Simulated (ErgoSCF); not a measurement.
**Two attempts at [O2]− (superoxide)**

Aim: the energy of [O2]− (superoxide) at UBHandH/MIDI.

Program for the calculation: ErgoSCF 3.8.

3 further runs of the same task are left out: 1 that didn't finish, 2 set aside as unsound or not needed.

### 1 Starting point

[O2]− has 2 atoms, charge -1, and is taken as a doublet. As SMILES, `[O][O-]`. The shape is that of a GFN2-xTB optimisation.

Bond lengths: O1–O2 1.341 Å.

### 2 First attempt

mol.xyz reads:

```xyz
2
O2
O      0.000000     0.000000     0.000000
O      0.000000     0.000000     1.341480
```

ergo.in reads:

```
set_nthreads("env")
molecule "mol.xyz"
spin_polarization = 1
scf.output_mulliken_pop = 1
basis = "IMDI"
tmpdir = "."
XC.type = "LMG"
scf.max_number_of_iterations = 57
charge = -1
run "BHandH"
```

On the command line:

```console
$ ergo ergo.in
```

Standard output:

```text
INMA ERGO version 3.8
INMA reading input from file ergo.in
INMA  spin_polarization := 1
INMA  output_mulliken_pop := 1
INMA  basis := IMDI
INMA Basis really set to IMDI
INMA  type := LMG
INMA  max_number_of_iterations := 57
INMA  charge := -1
INMA running BHandH
ERIN error opening file 'IMDI'
ERIN error in read_basisset_file for standard basis set.
ERMA error in basisInfo->add_basisfuncs_for_molecule for main basis set, Basis='IMDI'
```

The script printed:

```text
line 10: RUN failed
line 10: Aborted.
```

Run time: 0.36 s. Hardware: 1 thread of Arm Neoverse V1, shared host; peak memory 0.26 GiB.

### 3 Reading the log

The input was rejected.

The log says `ERMA error in basisInfo->add_basisfuncs_for_molecule for main basis set, Basis='IMDI'`. What is wrong: the input names a basis that the program doesn't know. To mend it: basis set MIDI in place of IMDI.

### 4 The mended input

mol.xyz is that of step 2.

ergo.in reads:

```
set_nthreads(1)
scf.max_number_of_iterations = 150
spin_polarization = 1
tmpdir = "."
XC.type = "LMG"
basis = "MIDI"
charge = -1
scf.output_mulliken_pop = 1
molecule "mol.xyz"
run "BHandH"
```

On the command line:

```console
$ ergo ergo.in
```

Standard output:

```text
[...]
INDF Weighted mixed functional:
[...]
INSC Energy   1 =       -104.34817524339
[...]
INDE PURIFICATION CONVERGED after 28 iterations
[...]
ERDE Error in purification: Puri->info.converged() returned false.
ERDE get_dens_from_fock  (GetDensFromFock class) : error while getting density matrix; trying with diagonalization instead.
[...]
INDE PURIFICATION CONVERGED after 23 iterations
[...]
INDE PURIFICATION CONVERGED after 27 iterations
[...]
INDE E(LUMO) - E(HOMO) <=          0.28111497079 =          7.64952808615 eV
[...]
INSC Energy   9 =       -148.52253807142  ( diff     -0.000000000000341 )
[...]
RESC CONVERGED after   9 iterations.
RESC FINAL ENERGY:       -148.52253807142
RESC FINAL <S2> =          0.75255092387
[...]
INSC SCF: dipole_moment_x [atomic units] =       0.00000000
INSC SCF: dipole_moment_y [atomic units] =      -0.00000000
INSC SCF: dipole_moment_z [atomic units] =      -1.26751491
[...]
```

Run time: 0.95 s. Hardware: 1 thread of Arm Neoverse V1, shared host; peak memory 0.26 GiB.

### 5 What came out

At UBHandH/MIDI:

```
    quantity          value
total energy  -148.52254 Eh
        ⟨S²⟩          0.753
```
